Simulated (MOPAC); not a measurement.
MOPAC input (PM6):

```
PM6 FORCE THERMO(298,298) PRECISE LET GEO-OK AUX(PRECISION=9) THREADS=1
CH4

C    -0.00000001 1    0.00000001 1    0.00000001 1
H     0.61786637 1    0.62418154 1    0.63620201 1
H    -0.64008181 1   -0.62219630 1    0.61585834 1
H     0.63418167 1   -0.63004740 1   -0.61397750 1
H    -0.61196622 1    0.62806214 1   -0.63808286 1
```

From the last part of the output:

```
     H    5   3.630499   0.452705   0.452705   0.452705   4.266845

          HEAT OF FORMATION =     -12.288576 KCALS/MOLE

          ZERO POINT ENERGY      24.692 KCAL/MOL

           NORMAL COORDINATE ANALYSIS (Total motion = 1 Angstrom)

   Root No.       1         2         3         4         5         6         7         8

                 1 T2      1 T2      1 T2      1 E       1 E       2 T2      2 T2      2 T2

                1253.1    1253.1    1253.1    1261.1    1261.1    2721.2    2721.2    2721.2

           1   -0.0247   -0.0288   -0.0517    0.0000   -0.0000   -0.0475   -0.0114   -0.0059
           2   -0.0331   -0.0425    0.0363    0.0000    0.0000    0.0134   -0.0427   -0.0129
           3   -0.0539    0.0393    0.0014   -0.0000   -0.0000    0.0023    0.0129   -0.0482
           4   -0.0107   -0.0124   -0.0223   -0.0000    0.0000    0.4718    0.1130    0.0590
           5    0.1551    0.1991   -0.1700    0.2489    0.0237    0.0066   -0.0212   -0.0064
           6    0.2525   -0.1840   -0.0065    0.0237   -0.2489    0.0011    0.0064   -0.0239
           7    0.1549    0.1868    0.1545    0.2346    0.0224    0.0753   -0.1322   -0.0385
           8    0.0442    0.0521    0.0782    0.0830    0.0079   -0.2729    0.3369    0.0940
           9    0.2525   -0.1840   -0.0065   -0.0237    0.2489    0.0011    0.0064   -0.0239
          10    0.1501    0.0296    0.2401   -0.0979   -0.2144    0.0160    0.1139   -0.1115
          11    0.2038    0.0502   -0.1731   -0.1796    0.1279    0.0626    0.1480   -0.1599
          12    0.1682    0.0737   -0.0012   -0.1437   -0.0137   -0.0959   -0.2866    0.2420
          13   -0.0001    0.1390    0.2439   -0.1367    0.1920    0.0031    0.0409    0.1618
          14   -0.0085    0.2050   -0.1676   -0.1522   -0.1595    0.0444    0.0447    0.2265
          15   -0.0309   -0.1738   -0.0023    0.1437    0.0137    0.0665    0.1204    0.3796

   Root No.       9

                 1 A1

                2827.3

           1    0.0000
           2    0.0000
           3    0.0000
           4    0.2500
           5    0.0000
           6   -0.0000
           7   -0.0833
           8    0.2357
           9   -0.0000
          10   -0.0833
          11   -0.1179
          12    0.2041
          13   -0.0833
          14   -0.1179
          15   -0.2041

           MASS-WEIGHTED COORDINATE ANALYSIS (NORMAL COORDINATES)

   Root No.       1         2         3         4         5         6         7         8

                 1 T2      1 T2      1 T2      1 E       1 E       2 T2      2 T2      2 T2

                1253.1    1253.1    1253.1    1261.1    1261.1    2721.2    2721.2    2721.2

           1   -0.1325   -0.1885   -0.3398    0.0000   -0.0000   -0.2768   -0.0705   -0.0336
           2   -0.2129   -0.2651    0.2301    0.0000    0.0000    0.0770   -0.2671   -0.0741
           3   -0.3251    0.2505   -0.0122   -0.0000   -0.0000    0.0130    0.0803   -0.2759
           4   -0.0166   -0.0236   -0.0425   -0.0000    0.0000    0.7963    0.2027    0.0967
           5    0.2890    0.3598   -0.3123    0.5000    0.0028    0.0111   -0.0384   -0.0106
           6    0.4412   -0.3399    0.0166    0.0028   -0.5000    0.0019    0.0115   -0.0396
           7    0.2572    0.3483    0.2980    0.4714    0.0026    0.1262   -0.2399   -0.0639
           8    0.0701    0.0983    0.1492    0.1667    0.0009   -0.4583    0.6116    0.1564
           9    0.4412   -0.3399    0.0166   -0.0028    0.5000    0.0019    0.0115   -0.0396
          10    0.2395    0.0620    0.4637   -0.2334   -0.4096    0.0273    0.2063   -0.1851
          11    0.3734    0.0856   -0.3087   -0.3349    0.2868    0.1059    0.2677   -0.2656
          12    0.2949    0.1349    0.0103   -0.2887   -0.0016   -0.1625   -0.5186    0.4020
          13   -0.0228    0.2641    0.4538   -0.2380    0.4069    0.0059    0.0742    0.2684
          14    0.0025    0.3714   -0.3226   -0.3317   -0.2905    0.0756    0.0809    0.3757
          15   -0.0550   -0.3197   -0.0013    0.2887    0.0016    0.1137    0.2181    0.6296

   Root No.       9

                 1 A1

                2827.3

           1    0.0000
           2    0.0000
           3    0.0000
           4    0.5000
           5    0.0000
           6   -0.0000
           7   -0.1667
           8    0.4714
           9   -0.0000
          10   -0.1667
          11   -0.2357
          12    0.4082
          13   -0.1667
          14   -0.2357
          15   -0.4082

          DESCRIPTION OF VIBRATIONS

 VIBRATION          3    1T2         ATOM PAIR     ENERGY CONTRIBUTION    RADIAL
 FREQUENCY          1253.08         C 1 -- H 4         +34.6% ( 59.2%)      0.0%
 TRANSITION DIPOLE   1.0532         C 1 -- H 5         +34.5% ( 59.2%)      0.0%
 TRAVEL (Ang.)       0.3106         C 1 -- H 3         +16.0% ( 40.3%)     20.2%
 REDUCED MASS        0.5578         C 1 -- H 2         +14.9% ( 38.9%)     23.0%
 EFFECTIVE MASS      2.4119
 FORCE CONSTANT      0.5161

 VIBRATION          5    1E          ATOM PAIR     ENERGY CONTRIBUTION    RADIAL
 FREQUENCY          1261.13         C 1 -- H 3         +25.0% ( 37.6%)      0.0%
 TRANSITION DIPOLE   0.0000         C 1 -- H 2         +25.0% ( 37.6%)      0.0%
 TRAVEL (Ang.)       0.4606         C 1 -- H 4         +25.0% ( 37.6%)      0.0%
 REDUCED MASS        0.2520         C 1 -- H 5         +25.0% ( 37.6%)      0.0%
 EFFECTIVE MASS      1.0079
 FORCE CONSTANT      0.2361

 VIBRATION          8    2T2         ATOM PAIR     ENERGY CONTRIBUTION    RADIAL
 FREQUENCY          2721.18         C 1 -- H 5         +65.3% ( 83.1%)     99.4%
 TRANSITION DIPOLE   0.6998         C 1 -- H 4         +28.9% ( 55.3%)     92.8%
 TRAVEL (Ang.)       0.2163         C 1 -- H 3          +3.9% ( 20.2%)     47.1%
 REDUCED MASS        0.5294         C 1 -- H 2          +1.9% ( 14.0%)     22.1%
 EFFECTIVE MASS      1.4763
 FORCE CONSTANT      2.3097

 VIBRATION          9    1A1         ATOM PAIR     ENERGY CONTRIBUTION    RADIAL
 FREQUENCY          2827.26         C 1 -- H 5         +25.0% ( 47.0%)    100.0%
 TRANSITION DIPOLE   0.0000         C 1 -- H 4         +25.0% ( 47.0%)    100.0%
 TRAVEL (Ang.)       0.3077         C 1 -- H 3         +25.0% ( 47.0%)    100.0%
 REDUCED MASS        0.2520         C 1 -- H 2         +25.0% ( 47.0%)    100.0%
 EFFECTIVE MASS      1.0079
 FORCE CONSTANT      1.1867

      SYMMETRY NUMBER FOR POINT-GROUP Td  = 12

          SYSTEM IS A GROUND STATE

 CH4

          MOLECULE IS NOT LINEAR

          THERE ARE  9 GENUINE VIBRATIONS IN THIS SYSTEM
          THIS THERMODYNAMICS CALCULATION IS LIMITED TO
          MOLECULES WHICH HAVE NO INTERNAL ROTATIONS

                    CALCULATED THERMODYNAMIC PROPERTIES
                                          *
   TEMP. (K)   PARTITION FUNCTION   H.O.F.    ENTHALPY  HEAT CAPACITY ENTROPY
                                   KCAL/MOL   CAL/MOLE    CAL/K/MOL  CAL/K/MOL

 298.00  VIB.     0.1012D+01                    41.8503     0.8551     0.1635
```
